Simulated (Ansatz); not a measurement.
Geometry optimisation, Ansatz, UKS B3LYP/def2-SVP.

input.yaml

```yaml
crystal:
  periodic: [false, false, false]
  atoms:
    - { symbol: F, position_ang: [1.3558, -0.8626, 1.2111] }
    - { symbol: C, position_ang: [0.1731, -0.6765, 0.4893] }
    - { symbol: F, position_ang: [-0.548, -1.8217, 0.507] }
    - { symbol: "N", position_ang: [0.4767, -0.1596, -0.8658] }
    - { symbol: C, position_ang: [-0.2454, 0.9243, -0.7669] }
    - { symbol: S, position_ang: [-0.764, 0.7961, 0.8612] }
    - { symbol: H, position_ang: [0.87542, -0.077, -1.82277] }
magnetization:
  spin_polarized: true
basis:
  gaussian: { orbitals: def2-SVP }
hamiltonian:
  xc: b3lyp
relax:
  f_tol: 0.02
  max_steps: 50
```

Run as:

```bash
$ ansatz run input.yaml --threads 2 --pin off --max-ram 3072MiB --backend cpu --events-out ev --progress --plain --runs-dir out
```

Where does it end, and by what steps?

The run converged. After 6 steps the energy has fallen by 1.123 eV; H7 moved furthest, 0.38 Å.

```json
{"step": "0", "energy less start (eV)": "0.0000", "largest force component (eV/Å)": "3.250", "accepted": "yes"}
{"step": "1", "energy less start (eV)": "-0.6514", "largest force component (eV/Å)": "1.647", "accepted": "yes"}
{"step": "2", "energy less start (eV)": "-1.0635", "largest force component (eV/Å)": "1.203", "accepted": "yes"}
{"step": "3", "energy less start (eV)": "-1.1166", "largest force component (eV/Å)": "0.582", "accepted": "yes"}
{"step": "4", "energy less start (eV)": "-1.1216", "largest force component (eV/Å)": "0.144", "accepted": "yes"}
{"step": "5", "energy less start (eV)": "-1.1233", "largest force component (eV/Å)": "0.029", "accepted": "yes"}
{"step": "6", "energy less start (eV)": "-1.1233", "largest force component (eV/Å)": "0.008", "accepted": "yes"}
```

```xyz
7
Properties=species:S:1:pos:R:3
F 1.340 -0.862 1.115
C 0.205 -0.664 0.436
F -0.435 -1.837 0.386
N 0.390 -0.043 -0.844
C -0.279 1.120 -0.773
S -0.813 0.815 0.935
H 0.916 -0.405 -1.641
```

The run took 11 s on 2 threads of AMD EPYC 9R45 96-Core Processor (Zen 5) (shared host), peak memory 0.29 GiB.
